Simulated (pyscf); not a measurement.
**Four-centre exchange: `[CH3][SiH2][Cl]` + `[ClH]` → `[CH3][SiH2][Cl]` + `[ClH]`**

Gas phase, singlet surface, charge 0. Bonds broken: Si2–Cl9, Cl3–H10. Bonds formed: Si2–Cl3, Cl9–H10. PySCF, gas phase, ωB97X-D3(BJ)/def2-SVP geometries. MP2 and CC: frozen core, UHF for open shells. ΔMP2 is the change of the MP2 total energy from the triple- to the quadruple-zeta basis.

Transition state (Å):

```xyz
10

C     -2.0365     0.5469    -0.3566
Si    -0.4912     0.0062     0.5296
Cl     0.0575    -2.1052    -0.6777
H     -2.4069    -0.2627    -1.0023
H     -2.8138     0.7752     0.3915
H     -1.8484     1.4370    -0.9725
H     -0.7977    -0.9609     1.6206
H      0.2547     1.0766     1.2425
Cl     1.0413     0.5755    -1.3235
H      0.7371    -0.9646    -1.3868
```

One imaginary mode, 681i cm⁻¹; descent along it reached the two sides named.

```csv
bond,change,reactant side (Å),saddle,product side
Si2–Cl9,breaks,2.096,2.471,3.8
Cl3–H10,breaks,1.290,1.505,2.404
Si2–Cl3,forms,3.8,2.493,2.096
Cl9–H10,forms,2.406,1.571,1.290
```

Electronic energies relative to the separated reactants (kcal/mol):

```json
[
 {"level": "ωB97X-D3(BJ)/def2-TZVP", "barrier": "34.3", "reaction energy": "0.0", "reverse barrier": "34.3"},
 {"level": "PBE/def2-TZVP", "barrier": "27.8", "reaction energy": "0.0", "reverse barrier": "27.8"},
 {"level": "r²SCAN/def2-TZVP", "barrier": "30.4", "reaction energy": "0.0", "reverse barrier": "30.4"},
 {"level": "B3LYP-D3(BJ)/def2-TZVP", "barrier": "32.6", "reaction energy": "0.0", "reverse barrier": "32.6"},
 {"level": "PBE0-D3(BJ)/def2-TZVP", "barrier": "30.7", "reaction energy": "0.0", "reverse barrier": "30.7"},
 {"level": "M06-2X/def2-TZVP", "barrier": "34.8", "reaction energy": "0.0", "reverse barrier": "34.8"},
 {"level": "ωB97M-D3(BJ)/def2-TZVP", "barrier": "35.1", "reaction energy": "0.0", "reverse barrier": "35.1"},
 {"level": "HF/def2-TZVP", "barrier": "55.9", "reaction energy": "0.0", "reverse barrier": "55.9"},
 {"level": "MP2/def2-QZVPP", "barrier": "35.1", "reaction energy": "0.0", "reverse barrier": "35.1"},
 {"level": "CCSD/def2-TZVPP", "barrier": "42.1", "reaction energy": "0.0", "reverse barrier": "42.1"},
 {"level": "CCSD(T)/def2-TZVPP", "barrier": "38.6", "reaction energy": "0.0", "reverse barrier": "38.6"},
 {"level": "CCSD(T)/def2-TZVPP + ΔMP2(QZVPP)", "barrier": "37.7", "reaction energy": "0.0", "reverse barrier": "37.7"}
]
```

With CCSD(T)/def2-TZVPP + ΔMP2(QZVPP) energies and thermal terms (ideal gas, 1 atm, RRHO with modes under 100 cm⁻¹ raised to 100, one conformer, R ln 2 for chiral ones without a mode under 150 cm⁻¹), in kcal/mol:

```tsv
T (K)	ΔH‡	ΔG‡	ΔH	ΔG
298	36.2	46.2	0.0	0.0
600	36.3	56.4	0.0	0.0
900	36.8	66.3	0.0	0.0
1200	37.3	76.1	0.0	0.0
```

One saddle was located; it need not be the lowest between these sides. The CCSD(T) − MP2 part came from Ansatz, without density fitting, on the same reference.
